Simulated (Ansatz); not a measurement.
# C4H3FS: basis-set convergence

One table from this session's results is given with a row withheld; the runs are named, their logs left out.

Method: one geometry, several basis sets; program: Ansatz 0.2.0, Gaussian basis.

The runs, in order: PBE0-D4/def2-SVP; ωB97M-V/def2-SVP; PBE0-D4/def2-QZVPP; ωB97M-V/def2-QZVPP; CCSD(T)/cc-pV(D+d)Z; CCSD(T)/cc-pV(T+d)Z; CCSD(T)/cc-pV(Q+d)Z; the functionals' def2-TZVPP values are taken from earlier runs.

## The geometry

All runs share one geometry, relaxed beforehand with PBE0-D4 in a triple-zeta def2 set.

SMILES `Fc1ccsc1`, 9 atoms, charge 0, spin multiplicity 1.

Atoms are counted from 1 here; the program's logs count them from 0.

Bond lengths: F1–C2 1.332 Å, C2–C3 1.412 Å, C2–C6 1.360 Å, C3–C4 1.362 Å, C3–H7 1.081 Å, C4–S5 1.704 Å, C4–H8 1.079 Å, S5–C6 1.705 Å, C6–H9 1.078 Å. Angles: F1–C2–C3 121.9°, F1–C2–C6 123.3°, C3–C2–C6 114.8°, C2–C3–C4 110.8°, C2–C3–H7 123.9°, C4–C3–H7 125.2°, C3–C4–S5 112.0°, C3–C4–H8 128.0°, S5–C4–H8 120.1°, C4–S5–C6 92.7°, C2–C6–S5 109.8°, C2–C6–H9 128.1°, S5–C6–H9 122.1°.

Coordinates:

```xyz
9
C4H3FS
F     0.9908    0.4849    1.9743
C     0.3359    0.2950    0.8296
C     0.6654   -0.7567   -0.0535
C    -0.1439   -0.7408   -1.1492
S    -1.2741    0.5335   -1.0883
C    -0.6914    1.0846    0.4166
H     1.4556   -1.4715    0.1276
H    -0.1336   -1.4146   -1.9917
H    -1.1162    1.9393    0.9173
```

The first run:

Contents of in.yaml:

```yaml
crystal:
  periodic: [false, false, false]
  atoms:
    - {symbol: F, position_ang: [0.990819, 0.484913, 1.974272]}
    - {symbol: C, position_ang: [0.335929, 0.295018, 0.829570]}
    - {symbol: C, position_ang: [0.665363, -0.756746, -0.053454]}
    - {symbol: C, position_ang: [-0.143932, -0.740779, -1.149167]}
    - {symbol: S, position_ang: [-1.274134, 0.533534, -1.088265]}
    - {symbol: C, position_ang: [-0.691352, 1.084622, 0.416633]}
    - {symbol: H, position_ang: [1.455564, -1.471533, 0.127577]}
    - {symbol: H, position_ang: [-0.133638, -1.414619, -1.991682]}
    - {symbol: H, position_ang: [-1.116219, 1.939288, 0.917316]}
basis:
  gaussian: {orbitals: def2-SVP}
hamiltonian: {xc: pbe0, dispersion: d4}
output: {orbitals: {seedname: orbitals}}
```

Run with:

```sh
$ ansatz run in.yaml --threads 2 --pin off --events-out ev --progress --plain --max-ram 31744MiB --backend cpu
```

Steps of the session up to this table: PBE0-D4 in def2-SVP; ωB97M-V in def2-SVP; PBE0-D4 in def2-QZVPP; ωB97M-V in def2-QZVPP.

One of the session's tables, all rows but one given; the rest of the session is left out.

```
functional       basis  HOMO (eV)
   PBE0-D4    def2-SVP          ?
   PBE0-D4  def2-TZVPP      -6.97
   PBE0-D4  def2-QZVPP      -6.99
   ωB97M-V    def2-SVP      -9.04
   ωB97M-V  def2-TZVPP      -9.08
   ωB97M-V  def2-QZVPP      -9.11
```

Q: Estimate the row for PBE0-D4, def2-SVP from the others.

**Answer.** HOMO (eV): -6.95. In the column «HOMO (eV)» it is the highest.
